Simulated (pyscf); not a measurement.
Single points on ωB97X-D3(BJ)/def2-SVP structures (PySCF, gas phase).

Question: Estimate by transition-state theory the rate constant of HO–SiH: [singlet] + hydrogen (H₂) → silylene (SiH₂) [singlet] + water (H₂O) (singlet surface; O–Si, H–H broken, H–Si, H–O formed) at 900 K, with ωB97M-D3(BJ)/def2-TZVP energies (ideal gas, 1 atm, RRHO with modes under 100 cm⁻¹ raised to 100, one conformer, R ln 2 for chiral ones without a mode under 150 cm⁻¹; no tunnelling).

Answer: The electronic barrier is 30.9 kcal/mol and the thermal terms add +27.8, so ΔG‡ = 58.7 kcal/mol. With k_BT/h = 1.88e+13 s⁻¹ and RT = 1.788 kcal/mol, and a volume of 1.23e-19 cm³ per molecule at 1 atm, k = 1.3e-20 cm³ molecule⁻¹ s⁻¹. Wigner's tunnelling factor for 1429i cm⁻¹ would be 1.22. A shift of 1 kcal/mol in the barrier changes k by a factor 1.7. On the product side the descent ends in an adduct with a O–Si contact, 19.8 kcal/mol under the separated species and 20.7 kcal/mol under the saddle at ωB97X-D3(BJ)/def2-TZVP. What is counted as broken (O–Si) persists as a longer contact in the product adduct; parting that adduct is a step of its own. At the saddle there is also a short H–Si contact that neither side keeps. The same reactants have a lower exit, to HO–SiH₃ (barrier +20.7 kcal/mol at ωB97M-D3(BJ)/def2-TZVP, against +30.9 kcal/mol here). This is the saddle that the search found; another between the same sides may lie lower.
